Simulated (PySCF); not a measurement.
N2, SMILES N#N (connectivity only; charge and spin as stated), charge +1, multiplicity 2. Geometry optimised at B3LYP-D3(BJ)/def2-TZVPD.

Level of theory: B3LYP-D3(BJ)/def2-TZVPD (PySCF).

Harmonic wavenumbers (cm⁻¹): 2334. Rotational constants (GHz): 59.19 (linear); symmetry number 2.

Problem. Work out the zero-point energy and the ideal-gas rigid-rotor harmonic-oscillator thermochemistry at 298.15 K and 1 atm.

Solution. ZPE = ½ Σ hcν = ½ × 2334 cm⁻¹ = 3.34 kcal/mol. H − E(el) = 5.41 kcal/mol. Entropy in cal/(mol K): translation 35.93, rotation 9.86, vibration 0.00, spin 1.38, total 47.16. G − E(el) = -8.65 kcal/mol. Cp = 6.96 cal/(mol K).
